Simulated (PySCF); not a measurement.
Isomers C6H5F:

A. `InChI=1S/C6H5F/c1-3-5-6(7)4-2/h2,6H,1H3/t6-/m1/s1`
B. `C#CC(=C)C(=C)F`
C. SMILES C#CCC#CCF
D. `Fc1ccccc1`

Spectrum 1. ¹H NMR (400 MHz, computed): δ 7.66 (ddd, J = 9.5, 8.5, 5.1 Hz, 2H), 7.39 (t, J = 8.5 Hz, 1H), 7.37 (dd, J = 9.5, 9.1 Hz, 2H). ¹³C{¹H} NMR (computed): δ 173.1 (C, d, J = 311.2 Hz), 135.7 (CH, d, J = 5.1 Hz), 128.9 (CH), 121.4 (CH, d, J = 17.5 Hz).

Spectrum 2. ¹H NMR (400 MHz, computed): δ 5.82 (d of quint, J = 54.6, 3.1 Hz, 1H), 2.17 (dd, J = 5.2, 3.2 Hz, 1H), 2.12 (dd, J = 8.2, 3.0 Hz, 3H). ¹³C{¹H} NMR (computed): δ 94.0 (C, d, J = 7.6 Hz), 83.7 (CH, d, J = 6.9 Hz), 83.3 (C, d, J = 25.8 Hz), 80.3 (C, d, J = 25.2 Hz), 73.1 (CH, d, J = 227.0 Hz), 4.8 (CH3).

Spectrum 3. ¹H NMR (400 MHz, computed): δ 6.32 (dd, J = 3.6, 1.1 Hz, 1H), 6.15 (ddd, J = 4.1, 2.0, 1.2 Hz, 1H), 5.49 (ddd, J = 43.6, 4.4, 1.2 Hz, 1H), 5.25 (m, 1H), 2.70 (d, J = 1.3 Hz, 1H). ¹³C{¹H} NMR (computed): δ 172.4 (C, d, J = 320.1 Hz), 133.6 (CH2), 129.1 (C, d, J = 30.6 Hz), 102.2 (CH2, d, J = 22.1 Hz), 89.5 (CH), 84.6 (C, d, J = 8.0 Hz).

Spectrum 4. ¹H NMR (400 MHz, computed): δ 5.36 (ddd, J = 53.5, 3.1, 2.3 Hz, 2H), 3.36 (m, 2H), 1.52 (t, J = 3.8 Hz, 1H). ¹³C{¹H} NMR (computed): δ 92.9 (C, d, J = 11.3 Hz), 83.2 (C, d, J = 15.7 Hz), 82.4 (C), 76.4 (CH), 73.8 (CH2, d, J = 225.9 Hz), 11.8 (CH2).

Theory: B3LYP/pcJ-1 coupling constants (spin–dipole term left out of most H,H and C,H couplings), structure optimised with GFN2-xTB, shielding tensors at PBE0/pcSseg-1 (GIAO), in PySCF 2.14.0 with density-fitted response routines (no solvent model, averaged over atoms made equivalent by symmetry, fast rotation or ring inversion, one conformer, non-relativistic).

δ = σ(ref) − σ, references computed at the same level: ¹H and ¹³C vs TMS. Multiplet labels drop J under 1 Hz and among equivalent protons, and merge close values. Unscaled 3J(H,H) run several per cent high. One-bond C–F couplings are unscaled and too large by tens of Hz. Shifts are as computed. Against solution values, carbons near 30 ppm lie about +3 ppm off and those near 130 ppm about +5 ppm. Of 1309 compounds with measured shifts, 239 miss one by over three times the rms of a fit or turn the order of signals round; such compounds aren't used in these exercises.

**Question.** Match each spectrum to its structure.

**Answer.** 1–D, 2–A, 3–B, 4–C.

- Spectrum 1 (D): 4 ¹³C signals; δC 173.1 is an aromatic carbon bearing fluorine; δC 135.7 is an aromatic CH.
- Spectrum 2 (A): 6 ¹³C signals; δC 94.0 is an alkyne carbon; δC 83.7 is a terminal alkyne carbon.
- Spectrum 3 (B): 6 ¹³C signals; δC 133.6 is a terminal =CH2 carbon; δC 129.1 is a fully substituted alkene carbon.
- Spectrum 4 (C): 6 ¹³C signals; δC 92.9 is an alkyne carbon; δC 83.2 is an alkyne carbon.
